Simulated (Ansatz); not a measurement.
# AlBH2 (singlet): PBE, r2SCAN, PBE0, B3LYP, wB97M-V, B2PLYP, RPA-PBE over vertical spin and charge gaps, 6-31G

Aim: run AlBH2 (singlet) with these functionals over vertical spin and charge gaps, and hold them against the top wave-function level at the same points.

Program: Ansatz 0.2.0, Gaussian basis. Level of theory: 6-31G, all electrons in the functionals, frozen cores in the correlation of double hybrids and RPA. These are calculated values, not measurements.

To be run: PBE, r2SCAN, PBE0, B3LYP, wB97M-V, B2PLYP, RPA-PBE, at charge 0, singlet; charge 0, triplet; charge 1, doublet.

11 further runs of the same task are left out: 2 that didn't finish, 9 set aside as unsound or not needed. Runs told in other sessions of the task aren't counted.

### Step 1. The system

The geometry is a PBE0/def2-TZVP stationary point (not a proven minimum).

4 atoms, charge 0, spin multiplicity 1.

Atoms are counted from 1 here; the program's logs count them from 0.

Bond lengths: B1–Al2 2.055 Å, B1–H3 1.197 Å, Al2–H4 1.595 Å. Angles: Al2–B1–H3 139.8°, B1–Al2–H4 128.5°.

As a file:

```xyz
4
AlBH2
B     0.0000   -0.2366    1.4274
Al    0.0000    0.1163   -0.5970
H     0.0000    0.3668    2.4614
H     0.0000   -0.9435   -1.7892
```

No dispersion term is added; wB97M-V holds VV10 nonlocal correlation. B3LYP takes the VWN-RPA correlation.

The geometry shown and the zero of energy belong to the point charge 0, singlet. The yardstick, FCI, and other wave-function levels (R restricted, U unrestricted, valence and pair active spaces) come from earlier runs.

### Step 2. PBE, charge 0, singlet

in.yaml reads:

```yaml
crystal:
  periodic: [false, false, false]
  atoms:
    - {symbol: B, position_ang: [0.000000, -0.236580, 1.427367]}
    - {symbol: Al, position_ang: [0.000000, 0.116336, -0.597031]}
    - {symbol: H, position_ang: [0.000000, 0.366780, 2.461377]}
    - {symbol: H, position_ang: [0.000000, -0.943450, -1.789164]}
basis:
  gaussian: {orbitals: 6-31G}
magnetization: {spin_polarized: true, initial_magnetization: 0}
hamiltonian: {xc: {name: PBE}}
output: {orbitals: {seedname: orbitals}}
```

On the command line:

```sh
$ ansatz run in.yaml --threads 1 --pin off --events-out ev --progress --plain --max-ram 2393MiB
```

Standard output:

```text
Functional definition: PBE
  name "PBE"
  cite "Perdew, Burke & Ernzerhof, Phys. Rev. Lett. 77, 3865 (1996) doi:10.1103/PhysRevLett.77.3865"
  parent pbe
  parameter kappa = 0.804
  parameter beta = 0.06672455060314922
  exchange = pbe_x(kappa = kappa, mu = beta*pi^2/3)
  correlation = pbe_c(beta = beta)
328 factors; integrals over basis functions are off by at most 2.5e-4 eV
mean field evaluation 1: about -7293.1295 eV, gradient 1.6e1 eV
mean field evaluation 2: about -7285.4669 eV, gradient 2.6e1 eV
mean field evaluation 4: about -7295.5531 eV, gradient 2.5e0 eV
mean field evaluation 8: about -7295.6296 eV, gradient 1.6e-1 eV
mean field evaluation 16: about -7295.6299 eV, gradient 6.8e-6 eV
mean field evaluation 32: about -7295.6347 eV, gradient 3.1e-1 eV
mean field evaluation 64: about -7294.1677 eV, gradient 2.7e-1 eV
mean field evaluation 96: about -7295.6612 eV, gradient 2.4e-1 eV
mean field -7295.83331840 eV, -268.1169291577 hartree, gradient 1.2e-5 eV, S^2 0.756598; 13 other end points of the search recorded, 0 dependent functions left out
reference -7295.83335582 eV, -268.1169305328 hartree; 10, 10 occupied and 16, 16 virtual orbitals, 328 factors
Total energy: -7295.83335582 eV, -268.1169305328 hartree
```

It took 2.3 s on 1 thread of INTEL XEON PLATINUM 8581C at 2.30GHz, shared host.

From the report: ⟨S²⟩ of the determinant 0.757 (pure singlet: 0.00). The determinant of PBE (⟨S²⟩ 0.76) is far from a pure spin state, so its energy mixes those of several spin states; that is harmless only where they are near-degenerate.

### Step 3. PBE, charge 0, triplet

Edit in.yaml of step 2 so:

```diff
@@ -9,3 +9,3 @@
   gaussian: {orbitals: 6-31G}
-magnetization: {spin_polarized: true, initial_magnetization: 0}
+magnetization: {spin_polarized: true, initial_magnetization: 2}
 hamiltonian: {xc: {name: PBE}}
```

Launched as before.

Standard output:

```text
Functional definition: PBE
  name "PBE"
  cite "Perdew, Burke & Ernzerhof, Phys. Rev. Lett. 77, 3865 (1996) doi:10.1103/PhysRevLett.77.3865"
  parent pbe
  parameter kappa = 0.804
  parameter beta = 0.06672455060314922
  exchange = pbe_x(kappa = kappa, mu = beta*pi^2/3)
  correlation = pbe_c(beta = beta)
328 factors; integrals over basis functions are off by at most 2.5e-4 eV
mean field evaluation 1: about -7293.0085 eV, gradient 1.7e1 eV
mean field evaluation 2: about -7279.5393 eV, gradient 3.2e1 eV
mean field evaluation 4: about -7295.8481 eV, gradient 2.8e0 eV
mean field evaluation 8: about -7295.9344 eV, gradient 5.6e-2 eV
mean field evaluation 16: about -7294.3988 eV, gradient 1.9e0 eV
mean field -7295.93445257 eV, -268.1206457699 hartree, gradient 7.5e-5 eV, S^2 2.007407; 0 other end points of the search recorded, 0 dependent functions left out
reference -7295.93449288 eV, -268.1206472512 hartree; 11, 9 occupied and 15, 17 virtual orbitals, 328 factors
Total energy: -7295.93449288 eV, -268.1206472512 hartree
```

Wall time 0.42 s (1 thread of INTEL XEON PLATINUM 8581C at 2.30GHz, shared host).

From the report: ⟨S²⟩ of the determinant 2.007 (pure triplet: 2.00).

From charge 0, singlet: -2.3 kcal/mol.

### Step 4. PBE, charge 1, doublet

Edit in.yaml of step 3 so:

```diff
@@ -9,3 +9,4 @@
   gaussian: {orbitals: 6-31G}
-magnetization: {spin_polarized: true, initial_magnetization: 2}
+total_charge: 1
+magnetization: {spin_polarized: true, initial_magnetization: 1}
 hamiltonian: {xc: {name: PBE}}
```

The command is unchanged.

Standard output:

```text
Functional definition: PBE
  name "PBE"
  cite "Perdew, Burke & Ernzerhof, Phys. Rev. Lett. 77, 3865 (1996) doi:10.1103/PhysRevLett.77.3865"
  parent pbe
  parameter kappa = 0.804
  parameter beta = 0.06672455060314922
  exchange = pbe_x(kappa = kappa, mu = beta*pi^2/3)
  correlation = pbe_c(beta = beta)
328 factors; integrals over basis functions are off by at most 2.5e-4 eV
mean field evaluation 1: about -7285.3682 eV, gradient 1.7e1 eV
mean field evaluation 2: about -7280.3767 eV, gradient 2.4e1 eV
mean field evaluation 4: about -7288.2630 eV, gradient 2.2e0 eV
mean field evaluation 8: about -7288.3102 eV, gradient 2.6e-2 eV
mean field evaluation 16: about -7287.4621 eV, gradient 2.1e0 eV
mean field -7288.31017437 eV, -267.8404587142 hartree, gradient 5.0e-5 eV, S^2 0.754438; 3 other end points of the search recorded, 0 dependent functions left out
reference -7288.31021305 eV, -267.8404601355 hartree; 10, 9 occupied and 16, 17 virtual orbitals, 328 factors
Total energy: -7288.31021305 eV, -267.8404601355 hartree
```

It took 0.69 s on 1 thread of INTEL XEON PLATINUM 8581C at 2.30GHz, shared host.

From the report: ⟨S²⟩ of the determinant 0.754 (pure doublet: 0.75).

From charge 0, singlet: +173.5 kcal/mol.

### Step 5. r2SCAN, charge 0, singlet

Edit in.yaml of step 4 so:

```diff
@@ -9,5 +9,3 @@
   gaussian: {orbitals: 6-31G}
-total_charge: 1
-magnetization: {spin_polarized: true, initial_magnetization: 1}
-hamiltonian: {xc: {name: PBE}}
-output: {orbitals: {seedname: orbitals}}
+magnetization: {spin_polarized: true, initial_magnetization: 0}
+hamiltonian: {xc: {name: r2SCAN}}
```

The command is unchanged.

Standard output, cut to the lines that bear on the results:

```text
Functional definition: r2SCAN
  name "r2SCAN"
  cite "Furness, Kaplan, Ning, Perdew & Sun, J. Phys. Chem. Lett. 11, 8208 (2020) doi:10.1021/acs.jpclett.0c02405"
  cite "Furness, Kaplan, Ning, Perdew & Sun, J. Phys. Chem. Lett. 11, 9248 (2020) doi:10.1021/acs.jpclett.0c03077"
  parent r2scan
[...]
328 factors; integrals over basis functions are off by at most 2.5e-4 eV
[...]
mean field -7299.53221403 eV, -268.2528610648 hartree, gradient 1.1e-5 eV, S^2 0.845733; 15 other end points of the search recorded, 0 dependent functions left out
reference -7299.53222909 eV, -268.2528616183 hartree; 10, 10 occupied and 16, 16 virtual orbitals, 328 factors
Total energy: -7299.53222909 eV, -268.2528616183 hartree
```

Run time: 5.5 s. Hardware: 1 thread of INTEL XEON PLATINUM 8581C at 2.30GHz, shared host.

From the report: ⟨S²⟩ of the determinant 0.846 (pure singlet: 0.00). The determinant of r2SCAN (⟨S²⟩ 0.85) is far from a pure spin state, so its energy mixes those of several spin states; that is harmless only where they are near-degenerate.

### Step 6. r2SCAN, charge 0, triplet

Edit in.yaml of step 5 so:

```diff
@@ -9,3 +9,3 @@
   gaussian: {orbitals: 6-31G}
-magnetization: {spin_polarized: true, initial_magnetization: 0}
+magnetization: {spin_polarized: true, initial_magnetization: 2}
 hamiltonian: {xc: {name: r2SCAN}}
```

Launched as before.

Standard output:

```text
Functional definition: r2SCAN
  name "r2SCAN"
  cite "Furness, Kaplan, Ning, Perdew & Sun, J. Phys. Chem. Lett. 11, 8208 (2020) doi:10.1021/acs.jpclett.0c02405"
  cite "Furness, Kaplan, Ning, Perdew & Sun, J. Phys. Chem. Lett. 11, 9248 (2020) doi:10.1021/acs.jpclett.0c03077"
  parent r2scan
  parameter k0 = 0.174
  parameter k1 = 0.065
  parameter a1 = 4.9479
  exchange = r2scan_x(k0 = k0, k1 = k1, a1 = a1)
  correlation = r2scan_c
328 factors; integrals over basis functions are off by at most 2.5e-4 eV
mean field evaluation 1: about -7297.4491 eV, gradient 1.5e1 eV
mean field evaluation 2: about -7290.0573 eV, gradient 2.6e1 eV
mean field evaluation 4: about -7299.6464 eV, gradient 1.6e0 eV
mean field evaluation 8: about -7299.6720 eV, gradient 2.5e-2 eV
mean field evaluation 16: about -7299.6720 eV, gradient 3.4e-5 eV
mean field -7299.67200500 eV, -268.2579982882 hartree, gradient 3.4e-5 eV, S^2 2.019431; 0 other end points of the search recorded, 0 dependent functions left out
reference -7299.67202019 eV, -268.2579988464 hartree; 11, 9 occupied and 15, 17 virtual orbitals, 328 factors
Total energy: -7299.67202019 eV, -268.2579988464 hartree
```

Wall time 0.96 s (1 thread of INTEL XEON PLATINUM 8581C at 2.30GHz, shared host).

From the report: ⟨S²⟩ of the determinant 2.019 (pure triplet: 2.00).

From charge 0, singlet: -3.2 kcal/mol.

### Step 7. r2SCAN, charge 1, doublet

Edit in.yaml of step 6 so:

```diff
@@ -9,3 +9,5 @@
   gaussian: {orbitals: 6-31G}
-magnetization: {spin_polarized: true, initial_magnetization: 2}
+total_charge: 1
+magnetization: {spin_polarized: true, initial_magnetization: 1}
 hamiltonian: {xc: {name: r2SCAN}}
+output: {forces: true}
```

Same command.

Standard output, cut to the lines that bear on the results:

```text
Functional definition: r2SCAN
  name "r2SCAN"
  cite "Furness, Kaplan, Ning, Perdew & Sun, J. Phys. Chem. Lett. 11, 8208 (2020) doi:10.1021/acs.jpclett.0c02405"
  cite "Furness, Kaplan, Ning, Perdew & Sun, J. Phys. Chem. Lett. 11, 9248 (2020) doi:10.1021/acs.jpclett.0c03077"
  parent r2scan
[...]
328 factors; integrals over basis functions are off by at most 2.5e-4 eV
[...]
mean field -7291.97866917 eV, -267.9752734113 hartree, gradient 2.3e-5 eV, S^2 0.761130; 5 other end points of the search recorded, 0 dependent functions left out
[...]
reference -7291.97868300 eV, -267.9752739197 hartree; 10, 9 occupied and 16, 17 virtual orbitals, 328 factors
Total energy: -7291.97868300 eV, -267.9752739197 hartree
Atom 0 at     0.000000    -0.236580     1.427367 Å, force    -0.000000     0.900309     1.213124 eV/Å
Atom 1 at     0.000000     0.116336    -0.597031 Å, force    -0.000000    -0.835036    -0.984795 eV/Å
Atom 2 at     0.000000     0.366780     2.461377 Å, force     0.000000    -0.485587     0.017202 eV/Å
Atom 3 at     0.000000    -0.943450    -1.789164 Å, force     0.000000     0.420315    -0.245531 eV/Å
Dipole moment:    -0.000000     0.208205     0.107432 e Å
```

Wall time 1.8 s (1 thread of INTEL XEON PLATINUM 8581C at 2.30GHz, shared host).

From the report: ⟨S²⟩ of the determinant 0.761 (pure doublet: 0.75).

From charge 0, singlet: +174.2 kcal/mol.

### Step 8. PBE0, charge 0, singlet

Edit in.yaml of step 7 so:

```diff
@@ -9,5 +9,4 @@
   gaussian: {orbitals: 6-31G}
-total_charge: 1
-magnetization: {spin_polarized: true, initial_magnetization: 1}
-hamiltonian: {xc: {name: r2SCAN}}
-output: {forces: true}
+magnetization: {spin_polarized: true, initial_magnetization: 0}
+hamiltonian: {xc: {name: PBE0}}
+output: {orbitals: {seedname: orbitals}}
```

The command is unchanged.

Standard output, cut to the lines that bear on the results:

```text
Functional definition: PBE0
  name "PBE0"
  cite "Adamo & Barone, J. Chem. Phys. 110, 6158 (1999) doi:10.1063/1.478522"
  cite "Perdew, Burke & Ernzerhof, Phys. Rev. Lett. 77, 3865 (1996) doi:10.1103/PhysRevLett.77.3865"
  parent pbe
[...]
328 factors; integrals over basis functions are off by at most 2.5e-4 eV
[...]
mean field -7296.54701623 eV, -268.1431570694 hartree, gradient 1.6e-5 eV, S^2 0.777738; 10 other end points of the search recorded, 0 dependent functions left out
reference -7296.54704456 eV, -268.1431581104 hartree; 10, 10 occupied and 16, 16 virtual orbitals, 328 factors
Total energy: -7296.54704456 eV, -268.1431581104 hartree
```

Wall time 2.5 s (1 thread of INTEL XEON PLATINUM 8581C at 2.30GHz, shared host).

From the report: ⟨S²⟩ of the determinant 0.778 (pure singlet: 0.00). The determinant of PBE0 (⟨S²⟩ 0.78) is far from a pure spin state, so its energy mixes those of several spin states; that is harmless only where they are near-degenerate.

Orbitals, density, ELF and potential are computed afterwards from the orbital file.

Frontier orbitals at PBE0/6-31G (alpha spin), with the share of their density that lies nearest to each atom:

| orbital | energy (eV) | lies on |
| --- | --- | --- |
| HOMO-1 | -8.48 | H4 34 %; B1 33 %; Al2 17 % |
| HOMO | -5.58 | B1 46 %; Al2 42 %; H3, H4 about 6 % each |
| LUMO | -2.88 | Al2 45 %; B1 42 %; H4 8 % |

ELF in a plane through or near 4 of the atoms.

Ten even steps from '0' (0.00) to '9' (1.00):
```
0000000000000000000000000000
0000000000000000000000000000
0000000000000022220000000000
0000000110001467752100000000
0000036642002588764200000000
0000489985113689875311000000
0001899998324799776543200000
0004999999535898447887630000
0016999999413795559999971000
0006999997101496728999981000
0005999994473187129999991000
0003999982766188569999981000
0000478862373188436899850000
0000025664011498423477510000
0000002466436898411122000000
0000001367889998410000000000
0000000257899988410000000000
0000000146888876200000000000
0000000024677753100000000000
0000000012344421000000000000
```
The map spans 9.8 Å across and 6.2 Å up, centred on the molecule. Atoms in the plane (x, y in Å): B1 (1.0, 0.3), Al2 (-0.9, -0.5), H3 (2.2, -0.1), H4 (-2.3, 0.3).

On the surface of density 0.002 e/bohr³ the electrostatic potential runs, from the 1st to the 99th percentile, from -0.55 V near B1 to 1.84 V near Al2.

The spin density lies nearest to B1 52 % (both signs); Al2 39 % (both signs).

### Step 9. PBE0, charge 0, triplet

Edit in.yaml of step 8 so:

```diff
@@ -9,3 +9,3 @@
   gaussian: {orbitals: 6-31G}
-magnetization: {spin_polarized: true, initial_magnetization: 0}
+magnetization: {spin_polarized: true, initial_magnetization: 2}
 hamiltonian: {xc: {name: PBE0}}
```

The command is unchanged.

Standard output:

```text
Functional definition: PBE0
  name "PBE0"
  cite "Adamo & Barone, J. Chem. Phys. 110, 6158 (1999) doi:10.1063/1.478522"
  cite "Perdew, Burke & Ernzerhof, Phys. Rev. Lett. 77, 3865 (1996) doi:10.1103/PhysRevLett.77.3865"
  parent pbe
  parameter a = 0.25
  parameter kappa = 0.804
  parameter beta = 0.06672455060314922
  exchange = (1 - a)*pbe_x(kappa = kappa, mu = beta*pi^2/3) + a*exact_x
  correlation = pbe_c(beta = beta)
328 factors; integrals over basis functions are off by at most 2.5e-4 eV
mean field evaluation 1: about -7295.3468 eV, gradient 1.1e1 eV
mean field evaluation 2: about -7293.4037 eV, gradient 1.7e1 eV
mean field evaluation 4: about -7296.6332 eV, gradient 4.7e-1 eV
mean field evaluation 8: about -7296.6790 eV, gradient 4.9e-2 eV
mean field evaluation 16: about -7296.6791 eV, gradient 3.1e-4 eV
mean field -7296.67912178 eV, -268.1480118586 hartree, gradient 4.8e-6 eV, S^2 2.013881; 1 other end points of the search recorded, 0 dependent functions left out
reference -7296.67915236 eV, -268.1480129824 hartree; 11, 9 occupied and 15, 17 virtual orbitals, 328 factors
Total energy: -7296.67915236 eV, -268.1480129824 hartree
```

It took 0.66 s on 1 thread of INTEL XEON PLATINUM 8581C at 2.30GHz, shared host.

From the report: ⟨S²⟩ of the determinant 2.014 (pure triplet: 2.00).

From charge 0, singlet: -3.0 kcal/mol.

### Step 10. PBE0, charge 1, doublet

Edit in.yaml of step 9 so:

```diff
@@ -9,4 +9,5 @@
   gaussian: {orbitals: 6-31G}
-magnetization: {spin_polarized: true, initial_magnetization: 2}
+total_charge: 1
+magnetization: {spin_polarized: true, initial_magnetization: 1}
 hamiltonian: {xc: {name: PBE0}}
-output: {orbitals: {seedname: orbitals}}
+output: {forces: true, orbitals: {seedname: orbitals}}
```

Same command.

Standard output, cut to the lines that bear on the results:

```text
Functional definition: PBE0
  name "PBE0"
  cite "Adamo & Barone, J. Chem. Phys. 110, 6158 (1999) doi:10.1063/1.478522"
  cite "Perdew, Burke & Ernzerhof, Phys. Rev. Lett. 77, 3865 (1996) doi:10.1103/PhysRevLett.77.3865"
  parent pbe
[...]
328 factors; integrals over basis functions are off by at most 2.5e-4 eV
[...]
mean field -7289.12037583 eV, -267.8702330683 hartree, gradient 5.0e-6 eV, S^2 0.758499; 1 other end points of the search recorded, 0 dependent functions left out
[...]
reference -7289.12040486 eV, -267.8702341354 hartree; 10, 9 occupied and 16, 17 virtual orbitals, 328 factors
Total energy: -7289.12040486 eV, -267.8702341354 hartree
Atom 0 at     0.000000    -0.236580     1.427367 Å, force    -0.000000     0.912734     1.146786 eV/Å
Atom 1 at     0.000000     0.116336    -0.597031 Å, force     0.000000    -0.844867    -0.902517 eV/Å
Atom 2 at     0.000000     0.366780     2.461377 Å, force     0.000000    -0.480651     0.024016 eV/Å
Atom 3 at     0.000000    -0.943450    -1.789164 Å, force     0.000000     0.412783    -0.268285 eV/Å
Dipole moment:    -0.000000     0.210578     0.097738 e Å
```

Run time: 0.75 s. Hardware: 1 thread of INTEL XEON PLATINUM 8581C at 2.30GHz, shared host.

From the report: ⟨S²⟩ of the determinant 0.758 (pure doublet: 0.75).

From charge 0, singlet: +171.3 kcal/mol.

### Step 11. B3LYP, charge 0, singlet

Edit in.yaml of step 10 so:

```diff
@@ -9,5 +9,3 @@
   gaussian: {orbitals: 6-31G}
-total_charge: 1
-magnetization: {spin_polarized: true, initial_magnetization: 1}
-hamiltonian: {xc: {name: PBE0}}
-output: {forces: true, orbitals: {seedname: orbitals}}
+magnetization: {spin_polarized: true, initial_magnetization: 0}
+hamiltonian: {xc: {name: B3LYP}}
```

Same command.

Standard output, cut to the lines that bear on the results:

```text
Functional definition: B3LYP
  name "B3LYP"
  cite "Stephens, Devlin, Chabalowski & Frisch, J. Phys. Chem. 98, 11623 (1994) doi:10.1021/j100096a001"
  cite "Becke, Phys. Rev. A 38, 3098 (1988) doi:10.1103/PhysRevA.38.3098"
  cite "Lee, Yang & Parr, Phys. Rev. B 37, 785 (1988) doi:10.1103/PhysRevB.37.785"
  cite "Vosko, Wilk & Nusair, Can. J. Phys. 58, 1200 (1980) doi:10.1139/p80-159"
[...]
328 factors; integrals over basis functions are off by at most 2.5e-4 eV
[...]
mean field -7301.55144534 eV, -268.3270664467 hartree, gradient 1.7e-5 eV, S^2 0.688934; 12 other end points of the search recorded, 0 dependent functions left out
reference -7301.55165920 eV, -268.3270743060 hartree; 10, 10 occupied and 16, 16 virtual orbitals, 328 factors
Total energy: -7301.55165920 eV, -268.3270743060 hartree
```

Wall time 3 s (1 thread of INTEL XEON PLATINUM 8581C at 2.30GHz, shared host).

From the report: ⟨S²⟩ of the determinant 0.689 (pure singlet: 0.00). The determinant of B3LYP (⟨S²⟩ 0.69) is far from a pure spin state, so its energy mixes those of several spin states; that is harmless only where they are near-degenerate.

### Step 12. B3LYP, charge 0, triplet

Edit in.yaml of step 11 so:

```diff
@@ -9,3 +9,3 @@
   gaussian: {orbitals: 6-31G}
-magnetization: {spin_polarized: true, initial_magnetization: 0}
+magnetization: {spin_polarized: true, initial_magnetization: 2}
 hamiltonian: {xc: {name: B3LYP}}
```

The command is unchanged.

Standard output, cut to the lines that bear on the results:

```text
Functional definition: B3LYP
  name "B3LYP"
  cite "Stephens, Devlin, Chabalowski & Frisch, J. Phys. Chem. 98, 11623 (1994) doi:10.1021/j100096a001"
  cite "Becke, Phys. Rev. A 38, 3098 (1988) doi:10.1103/PhysRevA.38.3098"
  cite "Lee, Yang & Parr, Phys. Rev. B 37, 785 (1988) doi:10.1103/PhysRevB.37.785"
  cite "Vosko, Wilk & Nusair, Can. J. Phys. 58, 1200 (1980) doi:10.1139/p80-159"
[...]
328 factors; integrals over basis functions are off by at most 2.5e-4 eV
[...]
mean field -7301.56724058 eV, -268.3276469112 hartree, gradient 3.3e-5 eV, S^2 2.009440; 1 other end points of the search recorded, 0 dependent functions left out
reference -7301.56745368 eV, -268.3276547425 hartree; 11, 9 occupied and 15, 17 virtual orbitals, 328 factors
Total energy: -7301.56745368 eV, -268.3276547425 hartree
```

Wall time 0.66 s (1 thread of INTEL XEON PLATINUM 8581C at 2.30GHz, shared host).

From the report: ⟨S²⟩ of the determinant 2.009 (pure triplet: 2.00).

From charge 0, singlet: -0.4 kcal/mol.

### Step 13. B3LYP, charge 1, doublet

Edit in.yaml of step 12 so:

```diff
@@ -9,3 +9,4 @@
   gaussian: {orbitals: 6-31G}
-magnetization: {spin_polarized: true, initial_magnetization: 2}
+total_charge: 1
+magnetization: {spin_polarized: true, initial_magnetization: 1}
 hamiltonian: {xc: {name: B3LYP}}
```

The command is unchanged.

Standard output, cut to the lines that bear on the results:

```text
Functional definition: B3LYP
  name "B3LYP"
  cite "Stephens, Devlin, Chabalowski & Frisch, J. Phys. Chem. 98, 11623 (1994) doi:10.1021/j100096a001"
  cite "Becke, Phys. Rev. A 38, 3098 (1988) doi:10.1103/PhysRevA.38.3098"
  cite "Lee, Yang & Parr, Phys. Rev. B 37, 785 (1988) doi:10.1103/PhysRevB.37.785"
  cite "Vosko, Wilk & Nusair, Can. J. Phys. 58, 1200 (1980) doi:10.1139/p80-159"
[...]
328 factors; integrals over basis functions are off by at most 2.5e-4 eV
[...]
mean field -7294.11823923 eV, -268.0539011609 hartree, gradient 2.0e-5 eV, S^2 0.756336; 1 other end points of the search recorded, 0 dependent functions left out
reference -7294.11844799 eV, -268.0539088326 hartree; 10, 9 occupied and 16, 17 virtual orbitals, 328 factors
Total energy: -7294.11844799 eV, -268.0539088326 hartree
```

Wall time 0.66 s (1 thread of INTEL XEON PLATINUM 8581C at 2.30GHz, shared host).

From the report: ⟨S²⟩ of the determinant 0.756 (pure doublet: 0.75).

From charge 0, singlet: +171.4 kcal/mol.

[end of part 1 of 2]
